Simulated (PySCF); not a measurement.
CH₃O, SMILES C=[OH+], charge +1. Atoms are numbered in the order given.

```xyz
5

C     -0.0341    -0.6279     0.0000
O      0.1320     0.6149     0.0000
H      0.8862    -1.2280     0.0000
H     -1.0372    -1.0817     0.0000
H     -0.7009     1.1580     0.0000
```
Charge +1, spin multiplicity 1.

The structure is a stationary point at PBE-D3(BJ)/def2-TZVP. The isomer is the one that the SMILES or the coordinates give; other isomers of the formula were not compared.

Calculation: PBE0/def2-TZVPD run with PySCF.

Gas-phase values at a fixed geometry.

```yaml
total_energy: -114.70243 hartree
point_group: Cs
highest_occupied_level: -18.57 eV
lowest_empty_level: -10.08 eV
orbital_gap: 8.48 eV
dipole_moment_about_the_centre_of_nuclear_charge: 2.09 D
mean_static_polarisability: 13.9 bohr³ (2.06 Å³)
polarisability_principal_values: 9.9, 13.6, 18.2 bohr³
```
